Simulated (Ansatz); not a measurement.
**CH6B2 (SMILES BBC): one structure at several levels**

The task here is to estimate one member of a computed series from the others.

Program: Ansatz 0.2.0, Gaussian basis. Level of theory: single points in def2-TZVPP. These are calculated values, not measurements.

Cores are frozen in the correlated methods. B3LYP uses VWN-RPA correlation.

**The system as given**

SMILES `BBC`, 9 atoms, charge 0, spin multiplicity 1.

Atoms are counted from 1 here; the program's logs count them from 0.

Bond lengths: B1–B2 1.727 Å, B1–H4 1.137 Å, B1–H5 1.105 Å, B2–C3 1.724 Å, B2–H6 1.238 Å, C3–H7 1.285 Å, C3–H8 1.068 Å, C3–H9 1.110 Å. Angles: B2–B1–H4 117.1°, B2–B1–H5 125.3°, H4–B1–H5 117.5°, B1–B2–C3 120.6°, B1–B2–H6 119.8°, C3–B2–H6 117.9°, B2–C3–H7 98.1°, B2–C3–H8 118.6°, B2–C3–H9 106.2°, H7–C3–H8 101.2°, H7–C3–H9 101.8°, H8–C3–H9 125.4°.

Coordinates:

```tsv
atom	x (Å)	y (Å)	z (Å)
B1	-0.64700	0.87420	-1.25620
B2	-0.36190	0.40000	0.37950
C3	0.76110	-0.85620	0.74640
H4	-1.55980	0.43320	-1.77190
H5	0.00530	1.53800	-1.85190
H6	-0.73520	1.13120	1.30580
H7	-0.05760	-1.67140	1.30950
H8	1.13520	-1.45760	-0.05290
H9	1.35490	-0.49630	1.61190
```

Set-up of the first run:

run/in.yaml

```yaml
crystal:
  periodic: [false, false, false]
  atoms:
    - {symbol: B, position_ang: [-0.647000, 0.874200, -1.256200]}
    - {symbol: B, position_ang: [-0.361900, 0.400000, 0.379500]}
    - {symbol: C, position_ang: [0.761100, -0.856200, 0.746400]}
    - {symbol: H, position_ang: [-1.559800, 0.433200, -1.771900]}
    - {symbol: H, position_ang: [0.005300, 1.538000, -1.851900]}
    - {symbol: H, position_ang: [-0.735200, 1.131200, 1.305800]}
    - {symbol: H, position_ang: [-0.057600, -1.671400, 1.309500]}
    - {symbol: H, position_ang: [1.135200, -1.457600, -0.052900]}
    - {symbol: H, position_ang: [1.354900, -0.496300, 1.611900]}
basis:
  gaussian: {orbitals: def2-TZVPP}
correlation: {method: ccsd_t}
output: {forces: true}
```

No record of the launch command was kept for these runs.

Among the steps run: CCSD(T)/def2-TZVPP; PBE0-D4/def2-TZVPP; wB97M-V/def2-TZVPP; r2SCAN-D4/def2-TZVPP; PBE-D4/def2-TZVPP; B3LYP-D4/def2-TZVPP; HSE06-D4/def2-TZVPP.

One table of the session follows, with a row left open; its other results are not shown here.

```
   method  RMS force component (eV/Å)  angle to CCSD(T) forces (°)  dipole (D)
  CCSD(T)                       1.652                    reference        0.32
  PBE0-D4                       1.706                          2.8        0.43
  wB97M-V                       1.670                          2.4        0.36
r2SCAN-D4                       1.686                          3.8        0.48
   PBE-D4                           ?                            ?           ?
 B3LYP-D4                       1.655                          2.7        0.40
 HSE06-D4                       1.705                          2.8        0.44
```

Q: Estimate the row for PBE-D4 from the others.

**Answer.** RMS force component (eV/Å): 1.674; angle to CCSD(T) forces (°): 6.2; dipole (D): 0.55. In the column «RMS force component (eV/Å)» it lies between wB97M-V (1.670) and r2SCAN-D4 (1.686).
